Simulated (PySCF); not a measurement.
# vinyl acetate (C₄H₆O₂): electronic excitations and core binding energies

Aim: predict the electronic excitations and core binding energies of vinyl acetate (C₄H₆O₂) (`C=COC(C)=O`).

Programs: PySCF 2.14.0, with density-fitted response routines of our own. Each step states its level of theory. These are calculated values for one molecule in the gas phase, unless marked as measured. Atoms are numbered from 0 throughout.

**1. The molecule as given**

12 atoms, charge 0, multiplicity 1; geometry from: GFN2-xTB.

Bonds of the start (Å): C0–C1 1.32, C1–O2 1.38, O2–C3 1.35, C3–C4 1.50, C3–O5 1.20, C0–H6 1.08, C0–H7 1.07, C1–H8 1.08, C4–H9 1.09, C4–H10 1.09, C4–H11 1.09.

**2. TDDFT and polarisability: CAM-B3LYP/def2-SVPD**

What the job is given:

```
{"job": {"kind": "uv", "xc": "CAM-B3LYP", "basis": "def2-SVPD", "nstates": 8, "ntriplets": 3}, "charge": 0, "multiplicity": 1}
C     -2.283621     0.171984     1.079581
C     -1.309319    -0.422922     0.418174
O     -0.136986     0.237962     0.133462
C      0.825878    -0.416427    -0.548632
C      2.016877     0.478191    -0.752201
O      0.725977    -1.550250    -0.928863
H     -2.192460     1.189352     1.416265
H     -3.195040    -0.350899     1.298012
H     -1.349643    -1.442936     0.057067
H      2.399393     0.797562     0.214260
H      2.786562    -0.056551    -1.299597
H      1.713581     1.364248    -1.304649
```

Level: TDDFT CAM-B3LYP/def2-SVPD, vertical, gas phase, core orbitals frozen in the response.

**Question.** This job is followed by: delta-SCF UKS SCAN, pcX-2 on the ionised atom, pcseg-1 elsewhere, spin-free X2C. What will the session give for the following? lowest singlet (CAM-B3LYP/def2-SVPD); brightest single state of those computed; lowest triplet; C1s binding energies, SCAN/pcX-2 (standing for 3 of 4 atoms); O1s binding energies, SCAN/pcX-2.

The runs gave:

```
                                                    quantity                               value
                        lowest singlet (CAM-B3LYP/def2-SVPD)         5.85 eV (212 nm), f = 0.001
                    brightest single state of those computed         state 2, 6.66 eV, f = 0.447
                                              lowest triplet                             4.28 eV
C1s binding energies, SCAN/pcX-2 (standing for 3 of 4 atoms)  C1 292.36, C4 291.40, C0 290.36 eV
                            O1s binding energies, SCAN/pcX-2             O2 539.83, O5 537.80 eV
```

The first singlet state (HOMO−1→LUMO 0.79, HOMO−1→LUMO+3 0.19) lies at 5.85 eV and is dark; of the 8 states computed, the strongest absorption comes from state 2 at 6.66 eV. The lowest triplet lies 1.57 eV below the lowest singlet (triplets in Tamm-Dancoff, singlets in full TDDFT). The C1s levels kept as sound span 2.00 eV, from C0 (β carbon of an enol-ether or enamine type C=C) up to C1 (alkene carbon bearing oxygen). Only 3 of the 4 C atoms are covered by sound results. The O1s levels kept as sound span 2.03 eV, from O5 (ester carbonyl oxygen) up to O2 (ester alkoxy oxygen).
